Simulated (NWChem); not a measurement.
System: CH₄S cation, doublet; SMILES of the neutral closed-shell parent CS

Output (shortened):

```
             Northwest Computational Chemistry Package (NWChem) 7.3.0
             --------------------------------------------------------

                             Geometry "geometry" -> ""
                             -------------------------

 Output coordinates in angstroms (scale by  1.889725989 to convert to a.u.)

  No.       Tag          Charge          X              Y              Z
 ---- ---------------- ---------- -------------- -------------- --------------
    1 C                    6.0000    -1.04645400    -0.44071800     0.05564000
    2 S                   16.0000     0.54832500     0.31843500    -0.03818700
    3 H                    1.0000    -1.12968900    -0.99725400     1.00952900
    4 H                    1.0000    -1.80419900     0.35150600    -0.01130600
    5 H                    1.0000    -1.15189600    -1.16983600    -0.77129200
    6 H                    1.0000     1.32416100    -0.80194900     0.05897200

 Effective nuclear repulsion energy (a.u.)      57.0305812667

                                 NWChem DFT Module
                                 -----------------

 Summary of "ao basis" -> "ao basis" (spherical)
 ------------------------------------------------------------------------------
       Tag                 Description            Shells   Functions and Types
 ---------------- ------------------------------  ------  ---------------------
 C                          def2-svp                 6       14   3s2p1d
 S                          def2-svp                 8       18   4s3p1d
 H                          def2-svp                 3        5   2s1p

 in cosmo_initialize ...

 solvent parameters
 solvname_short: unkn
 solvname_long:  unknown
 dielec:       20.7000

          ---------------
          -cosmo- solvent
          ---------------
 Cosmo: York-Karplus, doi: 10.1021/jp992097l
 dielectric constant -eps-     =  20.70
 screen = (eps-1)/(eps    )    =   0.95169
 surface charge correction     = lagrangian

   van der Waals surface
 --------------------------

[...]

                                   COSMO solvation results
                                   -----------------------

                 gas phase energy =      -438.220095169332
                 sol phase energy =      -438.324600528045
 (electrostatic) solvation energy =         0.104505358713 (   65.58 kcal/mol)

                    DFT Final Alpha Molecular Orbital Analysis
                    ------------------------------------------

 Vector   11  Occ=1.000000D+00  E=-4.713789D-01
              MO Center= -6.3D-01, -2.0D-02,  9.4D-03, r^2= 2.0D+00
   Bfn.  Coefficient  Atom+Function         Bfn.  Coefficient  Atom+Function
  ----- ------------  ---------------      ----- ------------  ---------------
     4      0.400978  1 C  px                38     -0.310623  4 H  s
    22     -0.285633  2 S  px                25     -0.244482  2 S  px
     7      0.160060  1 C  px                19     -0.152794  2 S  px
    26     -0.138647  2 S  py                23     -0.131896  2 S  py
     5     -0.128134  1 C  py                48     -0.107536  6 H  s

 Vector   12  Occ=1.000000D+00  E=-4.262992D-01
              MO Center= -5.0D-02,  3.8D-02, -3.4D-03, r^2= 2.4D+00
   Bfn.  Coefficient  Atom+Function         Bfn.  Coefficient  Atom+Function
  ----- ------------  ---------------      ----- ------------  ---------------
    23     -0.347028  2 S  py                26     -0.337179  2 S  py
     5      0.319297  1 C  py                48      0.232482  6 H  s
    18     -0.217212  2 S  s                 17     -0.203346  2 S  s
    38      0.191620  4 H  s                 20     -0.188108  2 S  py
    33     -0.163796  3 H  s                 43     -0.164569  5 H  s

 Vector   13  Occ=1.000000D+00  E=-3.777568D-01
              MO Center=  1.6D-01,  3.2D-02, -5.1D-03, r^2= 2.1D+00
   Bfn.  Coefficient  Atom+Function         Bfn.  Coefficient  Atom+Function
  ----- ------------  ---------------      ----- ------------  ---------------
    27      0.559030  2 S  pz                24      0.477674  2 S  pz
    21      0.252953  2 S  pz                 6     -0.232164  1 C  pz
    33     -0.195227  3 H  s                 43      0.194309  5 H  s
     9     -0.122196  1 C  pz                34     -0.067403  3 H  s
    44      0.067201  5 H  s                 26      0.053766  2 S  py

 Vector   14  Occ=0.000000D+00  E=-3.212829D-02
              MO Center=  6.1D-01, -2.5D-01,  1.4D-02, r^2= 3.1D+00
   Bfn.  Coefficient  Atom+Function         Bfn.  Coefficient  Atom+Function
  ----- ------------  ---------------      ----- ------------  ---------------
     3      0.999772  1 C  s                 49     -0.850193  6 H  s
    25      0.844359  2 S  px                48     -0.360532  6 H  s
    26     -0.338306  2 S  py                44     -0.336524  5 H  s
    34     -0.330729  3 H  s                 39     -0.271825  4 H  s
    22      0.259323  2 S  px                 2      0.212007  1 C  s

 Vector   15  Occ=0.000000D+00  E= 1.618114D-03
              MO Center=  2.2D-01, -3.1D-01,  2.6D-02, r^2= 3.2D+00
   Bfn.  Coefficient  Atom+Function         Bfn.  Coefficient  Atom+Function
  ----- ------------  ---------------      ----- ------------  ---------------
     3      1.197106  1 C  s                 18     -1.118009  2 S  s
    26      0.767582  2 S  py                49      0.753768  6 H  s
     7      0.633577  1 C  px                25      0.572101  2 S  px
     4      0.339736  1 C  px                17     -0.335597  2 S  s
     8      0.303269  1 C  py                39     -0.272738  4 H  s

[...]
```

Level: B3LYP/def2-SVP, spin-unrestricted, COSMO on the gas-phase geometry. Structure relaxed at the PBE0/def2-SVP, spin-unrestricted level. This spin state was assumed; another may lie lower. No stability test was run on the SCF state. COSMO prints the solvation energy as gas minus solution, so a positive value is a stabilisation.

Question: Reconstruct the input file.

Answer: One answer among several that fit: the input that was run:
```
start job
memory heap 200 mb stack 900 mb global 1100 mb
charge 1
geometry units angstroms noautosym nocenter noautoz
  C     -1.046454    -0.440718     0.055640
  S      0.548325     0.318435    -0.038187
  H     -1.129689    -0.997254     1.009529
  H     -1.804199     0.351506    -0.011306
  H     -1.151896    -1.169836    -0.771292
  H      1.324161    -0.801949     0.058972
end
basis spherical
  * library def2-svp
end
dft
  odft
  mult 2
  xc b3lyp
  iterations 150
end
cosmo
  dielec 20.7
end
task dft energy
```
